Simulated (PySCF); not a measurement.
**MP2/pc-1 run of C2H6OS (SMILES COCS)**

Aim: the vertical singlet–triplet gap of C2H6OS at MP2/pc-1, from 2 runs. The job is set up through a Python script.

Program for the calculation: PySCF 2.14.0.

### Step 1. The molecule

C2H6OS: 10 atoms, total charge 0, spin state singlet. As SMILES, `COCS`. Geometry: relaxed at PBE0-D4/def2-TZVP. This is a higher conformer, about 13 kJ/mol above the lowest found by a separate search.

Bond lengths: C1–O2 1.405 Å, O2–C3 1.397 Å, C3–S4 1.792 Å, C1–H5 1.089 Å, C1–H6 1.099 Å, C1–H7 1.099 Å, C3–H8 1.098 Å, C3–H9 1.099 Å, S4–H10 1.342 Å. Some angles: C1–O2–C3 111.6°, O2–C3–S4 111.3°, O2–C1–H5 107.3°, O2–C1–H6 111.5°, O2–C1–H7 111.6°, O2–C3–H8 110.9°, O2–C3–H9 111.3°, S4–C3–H8 109.9°, S4–C3–H9 105.3°, C3–S4–H10 96.4°.

### Step 2. A single-point energy at MP2/pc-1

Contents of start.xyz:

```xyz
10
C2H6OS
C     -1.057400     0.917100     0.463500
O     -0.173600     0.460400    -0.528600
C      0.740500    -0.464600    -0.018100
S      1.885100    -1.015300    -1.282000
H     -1.740300     1.620900    -0.011000
H     -0.522500     1.429700     1.274700
H     -1.639000     0.092100     0.897700
H      0.221500    -1.327500     0.418500
H      1.368100    -0.015300     0.764900
H      1.000700    -1.748600    -1.976500
```

Contents of job.py:

```python
from pyscf import gto, mp

mol = gto.M(
    atom='start.xyz',
    basis='pc-1',
    max_memory=1860,
    verbose=3,
)

mf = mol.RHF()
mf.conv_tol = 1e-10
mf.kernel()
if not mf.converged:
    mf = mf.newton().run(mf.mo_coeff, mf.mo_occ)

pt = mp.MP2(mf, frozen=8).run()
etot = pt.e_tot
print('E = %.10f Eh' % etot)
```

Started as:

```bash
$ OMP_NUM_THREADS=1 python job.py
```

Standard output:

```text
converged SCF energy = -551.539413042654
E(RMP2) = -552.144024361049  E_corr = -0.604611318394632
E(SCS-RMP2) = -552.139379029745  E_corr = -0.599965987090762
E = -552.1440243610 Eh
```

Wall time 2.4 s (1 thread of Arm Neoverse V1, shared host); peak memory 0.21 GiB.

### Step 3. The triplet at the same level

Contents of run.py:

```python
from pyscf import gto, scf, mp

mol = gto.M(
    atom='''
C     -1.057400     0.917100     0.463500
O     -0.173600     0.460400    -0.528600
C      0.740500    -0.464600    -0.018100
S      1.885100    -1.015300    -1.282000
H     -1.740300     1.620900    -0.011000
H     -0.522500     1.429700     1.274700
H     -1.639000     0.092100     0.897700
H      0.221500    -1.327500     0.418500
H      1.368100    -0.015300     0.764900
H      1.000700    -1.748600    -1.976500
''',
    spin=2,
    max_memory=1860,
    basis='pc-1',
    charge=0,
    verbose=3,
)

calc0 = scf.UHF(mol)
calc0.conv_tol = 1e-10
calc0.kernel()
if not calc0.converged:
    calc0 = calc0.newton().run(calc0.mo_coeff, calc0.mo_occ)

pt = mp.MP2(calc0, frozen=8).run()
e_tot = pt.e_tot
print(f'total energy: {e_tot:.8f} hartree')
```

Started as:

```bash
$ OMP_NUM_THREADS=1 python run.py
```

Standard output:

```text
WARN: HOMO 0.0764398690662551 >= LUMO -0.294949735747605

converged SCF energy = -551.340868220915  <S^2> = 2.0199023  2S+1 = 3.013239
E(UMP2) = -551.929187631503  E_corr = -0.588319410588567
E(SCS-UMP2) = -551.922928896542  E_corr = -0.582060675627205
total energy: -551.92918763 hartree
```

It took 4.8 s on 1 thread of Arm Neoverse V1, shared host; peak memory 0.23 GiB.

### Step 4. What came out

Level: MP2/pc-1, 8 core orbitals frozen.

```
                                                           quantity          value
                                              singlet: total energy  -552.14402 Eh
                      singlet: dipole moment (Hartree–Fock density)         2.66 D
                       singlet: HOMO energy (Hartree–Fock orbitals)      -10.00 eV
                       singlet: LUMO energy (Hartree–Fock orbitals)        3.85 eV
                     singlet: HOMO–LUMO gap (Hartree–Fock orbitals)       13.85 eV
               singlet: correlation energy (8 core orbitals frozen)     -604.6 mEh
                                              triplet: total energy  -551.92919 Eh
                      triplet: dipole moment (Hartree–Fock density)         3.27 D
triplet: HOMO energy (Hartree–Fock orbitals) (highest over α and β)       -3.84 eV
 triplet: LUMO energy (Hartree–Fock orbitals) (lowest over α and β)       -0.35 eV
               triplet: correlation energy (8 core orbitals frozen)     -588.3 mEh
                         triplet: ⟨S²⟩ of the reference determinant          2.020
                   vertical energy of the triplet above the singlet       5.846 eV
```

What this shows: At this shape the triplet lies 5.85 eV (564 kJ/mol) above the singlet. Mulliken charges (singlet) of the mean-field density run from -0.66 on O2 to +0.12 on H10; they depend strongly on the basis.
